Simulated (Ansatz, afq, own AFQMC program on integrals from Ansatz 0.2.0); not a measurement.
Two steps: Ansatz 0.2.0 writes the Fock matrix and Cholesky factors of the valence space, and afq projects on them the lowest state that overlaps trial and start.

```yaml
crystal:
  periodic: [false, false, false]
  atoms:
    - {symbol: Si, position_ang: [-0.000251, -0.085899, 0.595823]}
    - {symbol: B, position_ang: [-0.000251, 0.089978, -1.333029]}
    - {symbol: H, position_ang: [-0.000251, 1.095032, 1.517692]}
    - {symbol: H, position_ang: [0.226968, 1.177233, -1.780603]}
    - {symbol: H, position_ang: [-0.217038, -0.843831, -2.041413]}
basis:
  gaussian: {orbitals: cc-pVDZ}
magnetization: {spin_polarized: true, initial_magnetization: 2}
correlation: {method: ccsd_t, electrons: outside_noble_gas, hamiltonian_folder: ham}
```

```sh
$ ansatz run in.yaml --threads 1 --pin off --events-out ev --progress --plain --max-ram 1382MiB
```

Options of the walk:

```
--method free --trial cisd --walkers 60 --time-step 0.03 --max-blocks 80 --target-error 0.00038 --factor-cut 1e-05 --seed 6941 --times 0,0.21,0.42,0.81,1.2,1.8,2.4,3 --taylor-order 8
```

Times are imaginary, in 1/Eh. The walk had a cap of 1573 s.

Log:

```
orbitals 41  electrons 6 4  factors 320 of 444
reference energy -315.26971554 Eh
CCSD correlation -0.18838457 Eh in 12 cycles, weight of the determinant in the CISD state 0.8831
repeat  energy at the last time / Eh  error
    10  -315.464222  0.000809
    20  -315.464969  0.000602
    30  -315.464578  0.000437
    40  -315.464728  0.000436
    50  -315.464784  0.000384
time / (1/Eh)  energy / Eh  error  mean overlap
  0.00  -315.458004  0.000118  1.1310
  0.21  -315.460514  0.000120  1.1259
  0.42  -315.461782  0.000135  1.1287
  0.81  -315.463436  0.000226  1.1149
  1.20  -315.464079  0.000228  1.1117
  1.80  -315.464260  0.000255  1.1164
  2.40  -315.464916  0.000273  1.1094
  3.00  -315.464796  0.000378  1.1022
energy -315.464796 +/- 0.000378 Eh
```

The run passed its tests (error under three times the target), which doesn't prove that it has relaxed.

Against this walk (error 10.3 meV) on the same determinant: CCSD(T) 39.1 meV higher, CCSDT(Q) 2.8 meV lower (within the noise). The error is statistical, and a free projection of finite length keeps a remainder of its start.

Cautions: remainder of the start not in the error; lower spins were not checked.

The walk took 2.5 min on 1 thread of Arm Neoverse V2, on a shared host. The log's last line is the free-projection energy.

CCSDT and higher add their correlation energy to the determinant of the CCSD(T) run, since their own runs factorise the integrals more tightly (a shift of under 2 meV).
